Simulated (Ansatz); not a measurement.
Relaxing niobium (bcc)

Computed with DFT, PBEsol, plane waves (420 eV) with PAW, scalar-relativistic (Ansatz). (PAW data from PBE, frozen cores regenerated.)

k-point mesh 13×13×13, Fermi-Dirac smearing 0.1 eV, no spin polarisation. Cell and atoms relax.

Starting structure:

```cif
data_structure
_symmetry_space_group_name_H-M 'P 1'
_symmetry_Int_Tables_number 1
_cell_length_a 2.8582
_cell_length_b 2.8582
_cell_length_c 2.8582
_cell_angle_alpha 109.471
_cell_angle_beta 109.471
_cell_angle_gamma 109.471
_cell_volume 17.98
loop_
_atom_site_label
_atom_site_type_symbol
_atom_site_fract_x
_atom_site_fract_y
_atom_site_fract_z
_atom_site_occupancy
Nb1 Nb 0.00000 0.00000 0.00000 1
```

Q: What cell does the relaxation end in?

A: Im-3m with a = 3.271 Å; 17.49 Å³ per atom against 17.98 at the start (-2.7 %).

Q: How much energy does the relaxation gain?

A: 7.2 meV per atom.
